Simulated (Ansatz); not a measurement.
## Worked example: correlation energy of HCGe⁺, triplet

Geometry: that of the HCGe, quartet, kept fixed.

```yaml
atoms:
  - { symbol: Ge, position_ang: [0.0000, 0.0140, 0.3105] }
  - { symbol: C, position_ang: [0.0000, -0.1369, -1.6710] }
  - { symbol: H, position_ang: [0.0000, 0.6198, -2.4658] }
```

Basis cc-pVDZ; Ansatz 0.2.0. Correlated methods freeze the noble-gas cores and the filled d shells of p-block atoms, which leaves 8 electrons in 31 orbitals. R marks a restricted (for open shells ROHF) determinant, U an unrestricted one. No spin–orbit coupling is included, and no scalar relativity.

Full CI isn't at hand for all of this; UCCSDT(Q) serves as the reference, and is uncertain by about the last step of the cluster series.

Unrestricted rows (U) aren't spin-pure: their determinants' ⟨S²⟩ exceeds S(S+1) by up to 0.10, so they mix in states of higher spin.

Runs differ by some tens of microhartree through their thresholds and, for an open shell, their frozen cores, so steps under 0.03 kcal/mol mean nothing.

```json
{"level": "UHF", "total energy (hartree)": "-2113.408349"}
{"level": "UMP2", "total energy (hartree)": "-2113.540973"}
{"level": "UCCSD", "total energy (hartree)": "-2113.575312"}
{"level": "UCCSD(T)", "total energy (hartree)": "-2113.580788"}
{"level": "UCCSDT", "total energy (hartree)": "-2113.582387"}
{"level": "UCCSDT(Q)", "total energy (hartree)": "-2113.582845"}
```

Problem. What is the correlation energy at UCCSDT(Q), and what share of it do UMP2 and UCCSDT recover?

Solution. E(corr) = -2113.582845 − (-2113.408349) = -0.174496 hartree = -4.748 eV. UMP2: -0.132624 / -0.174496 = 76.00 %. UCCSDT: -0.174038 / -0.174496 = 99.74 %.

Problem. By how many kcal/mol does UCCSD(T) miss UCCSDT(Q) (1 hartree = 627.509 kcal/mol), and which steps make up the rest?

Solution. -2113.580788 − (-2113.582845) = 0.002057 hartree = 1.29 kcal/mol. Steps: UCCSDT − UCCSD(T) = -1.00, UCCSDT(Q) − UCCSDT = -0.29 kcal/mol. Differences between like states or geometries often cancel part of this.
